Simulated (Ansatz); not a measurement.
Relaxation of AlH3S (5 atoms, charge 0, multiplicity 1), to a largest force component of 0.02 eV/Å in at most 50 steps.

Level of theory: RKS PBE0-D4/STO-3G (Ansatz).

```xyz
5
Properties=species:S:1:pos:R:3
Al -0.580 0.068 -0.184
S 1.192 0.377 1.123
H -1.753 -0.994 0.152
H -0.744 1.040 -1.494
H 0.365 -1.136 -0.017
```

Task: Where does it end, and by what steps?

Result: The run converged. Limits of this set-up: minimal basis. After 11 steps the energy has fallen by 4.008 eV; H5 moved furthest, 1.16 Å. Parted: Al1–H5. Joined: S2–H5.

```csv
step,energy less start (eV),largest force component (eV/Å),accepted
0,0.0000,2.909,yes
1,-1.7399,2.847,yes
2,-2.7509,2.058,yes
3,-3.2246,0.987,yes
4,-3.4700,0.786,yes
5,-3.6244,1.074,yes
6,-3.8015,0.701,yes
7,-3.9458,0.573,yes
8,-4.0050,0.227,yes
9,-4.0075,0.081,yes
10,-4.0077,0.030,yes
11,-4.0077,0.001,yes
```

```xyz
5
Properties=species:S:1:pos:R:3
Al -0.776 0.146 -0.411
S 1.167 -0.020 0.347
H -1.776 -0.925 -0.098
H -1.088 1.347 -1.246
H 0.952 -1.192 0.986
```

Whether the end is a true minimum wasn't checked by a vibrational analysis.

Time of the run: 4.6 s on 1 thread of Intel(R) Xeon(R) 6975P-C (Granite Rapids), with other jobs on the host, peak memory 0.13 GiB.
